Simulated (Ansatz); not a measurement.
```yaml
crystal:
  periodic: [false, false, false]
  atoms:
    - {symbol: Ga, position_ang: [-1.733080, -0.547289, -0.021445]}
    - {symbol: Ge, position_ang: [0.373048, 1.403881, 0.041092]}
    - {symbol: Ga, position_ang: [1.389950, -0.926318, -0.021522]}
    - {symbol: H, position_ang: [-3.149112, 0.760400, 0.010803]}
basis:
  gaussian: {orbitals: def2-TZVP}
magnetization: {spin_polarized: true, initial_magnetization: 3}
hamiltonian: {xc: pbe0}
relax: {f_tol: 0.004, max_steps: 80}
```

```sh
$ ansatz run in.yaml --threads 1 --pin off --events-out ev --progress --plain --max-ram 2176MiB
```

Steps of the relaxation (energy above the last step; positions in Å, forces in eV/Å):

```
4
step 1, 711.8 meV
Ga   -1.733   -0.547   -0.021   -0.663    1.625    0.044
Ge    0.373    1.404    0.041   -0.270   -0.385   -0.012
Ga    1.390   -0.926   -0.022   -0.329    0.067    0.001
H    -3.149    0.760    0.011    1.261   -1.307   -0.033
```

```
4
step 2, 272.6 meV
Ga   -1.761   -0.370   -0.017    0.839    0.185    0.008
Ge    0.330    1.378    0.040   -0.201   -0.180   -0.006
Ga    1.330   -0.937   -0.022   -0.429    0.013   -0.001
H    -3.019    0.620    0.007   -0.209   -0.018   -0.001
```

```
4
step 3, 137.5 meV
Ga   -1.580   -0.311   -0.014   -0.290    0.120    0.002
Ge    0.268    1.403    0.041    0.324    0.385    0.012
Ga    1.135   -0.956   -0.023   -0.038   -0.200   -0.006
H    -2.942    0.555    0.006    0.004   -0.304   -0.009
```

```
4
step 8, 0.1 meV
Ga   -1.498    0.037   -0.004    0.000    0.007    0.000
Ge    0.516    1.526    0.045    0.000   -0.004    0.000
Ga    0.936   -1.051   -0.027   -0.004    0.002    0.000
H    -3.073    0.179   -0.005    0.004   -0.005    0.000
```

```
4
step 9, 0.0 meV
Ga   -1.497    0.044   -0.004   -0.002    0.000    0.000
Ge    0.519    1.527    0.045    0.002    0.000    0.000
Ga    0.931   -1.052   -0.027   -0.001    0.000    0.000
H    -3.073    0.172   -0.006    0.001   -0.001    0.000
```

Close pairs at the end: Ga1–H4 1.581 Å, Ga1–Ge2 2.503 Å, Ge2–Ga3 2.613 Å, Ga1–Ga3 2.664 Å.

A stationary point of unrestricted PBE0 after 9 steps, with ⟨S²⟩ = 3.759 against 3.75 for a pure state; no frequencies were run, so it isn't proven a minimum. 75 s on 1 thread of AMD EPYC 9R45, shared host.
